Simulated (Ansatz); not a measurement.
Process, species as SMILES: FCF → F[CH]F + H atom
B3LYP-D3(BJ)/def2-TZVP geometries, fixed; electronic energies without zero-point terms.

Basis-set convergence of the bond dissociation energy at MP2 with Ansatz (a program for electronic structure). Cartesian d functions, on some or all atoms, in 6-31G*, 6-31+G*; all else is spherical. Cores are frozen. Open shells are unrestricted. No added dispersion term, no relativity. Functions are those of the species that has most. Reference: Hartree-Fock in aug-cc-pVQZ plus the correlation part extrapolated as X^-3 from aug-cc-pVTZ and aug-cc-pVQZ, 108.54 kcal/mol, itself unsure by roughly 0.28 kcal/mol (a third of the extrapolation step and of the last Hartree-Fock step). Deviations are taken from unrounded values.

```csv
basis,functions,bond dissociation energy (kcal/mol)
6-31G*,49,98.77
6-31+G*,61,100.47
cc-pVDZ,52,101.82
aug-cc-pVDZ,87,104.59
def2-SVP,52,102.42
def2-SVPD,82,104.90
pcseg-1,52,104.11
aug-pcseg-1,87,105.77
6-311G**,66,103.61
6-311+G**,78,104.18
def2-TZVP,105,104.63
def2-TZVPD,135,104.99
cc-pVTZ,118,106.45
aug-cc-pVTZ,184,107.20
pcseg-2,118,106.97
aug-pcseg-2,184,107.14
def2-TZVPP,121,106.69
def2-TZVPPD,151,106.91
cc-pVQZ,225,107.75
aug-cc-pVQZ,332,107.89
def2-QZVPP,231,107.77
def2-QZVPPD,261,107.75
pcseg-3,246,107.95
aug-pcseg-3,353,107.91
```

What the diffuse functions change, pair by pair:
- 6-31G* to 6-31+G*: 12 more functions, deviation -9.76 to -8.06 kcal/mol
- cc-pVDZ to aug-cc-pVDZ: 35 more functions, deviation -6.71 to -3.95 kcal/mol
- def2-SVP to def2-SVPD: 30 more functions, deviation -6.12 to -3.63 kcal/mol
- pcseg-1 to aug-pcseg-1: 35 more functions, deviation -4.43 to -2.76 kcal/mol
- 6-311G** to 6-311+G**: 12 more functions, deviation -4.93 to -4.35 kcal/mol
- def2-TZVP to def2-TZVPD: 30 more functions, deviation -3.90 to -3.54 kcal/mol
- cc-pVTZ to aug-cc-pVTZ: 66 more functions, deviation -2.08 to -1.34 kcal/mol
- pcseg-2 to aug-pcseg-2: 66 more functions, deviation -1.57 to -1.39 kcal/mol
- def2-TZVPP to def2-TZVPPD: 30 more functions, deviation -1.84 to -1.63 kcal/mol
- cc-pVQZ to aug-cc-pVQZ: 107 more functions, deviation -0.79 to -0.65 kcal/mol
- def2-QZVPP to def2-QZVPPD: 30 more functions, deviation -0.76 to -0.78 kcal/mol
- pcseg-3 to aug-pcseg-3: 107 more functions, deviation -0.59 to -0.63 kcal/mol

Leaving out the reference's own pair, they bring the value nearer the reference by more than 0.28 kcal/mol in 7 of 11 pairs.
